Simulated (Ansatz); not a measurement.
HN₂, SMILES N#[NH+], charge +1.

Geometry optimised at B3LYP-D3(BJ)/def2-TZVPD. The isomer is the one that the SMILES or the coordinates give; other isomers of the formula were not compared.

Two levels are set side by side: PBE/def2-TZVPD (Ansatz, a program for electronic structure) and PBE0/def2-TZVPD (Ansatz). Energy differences of separate SCF runs at the same geometry; the states with an electron removed or added have multiplicity 2 and 2. Differences are taken from unrounded values.

| quantity | PBE |
|---|---|
| vertical ionisation energy (eV) | 25.77 |
| vertical electron affinity (eV) | 6.69 |
| vertical singlet–triplet gap (eV) | 7.95 |

Q: These are the PBE values. What does PBE0 give? (Estimate from the structure and the level; the computed values follow.)

A: 
```
quantity                            PBE0  PBE minus PBE0
---------------------------------  -----  --------------
vertical ionisation energy (eV)    25.82           -0.05
vertical electron affinity (eV)     6.79           -0.10
vertical singlet–triplet gap (eV)   7.81            0.14
```

On these quantities the two levels nearly agree.
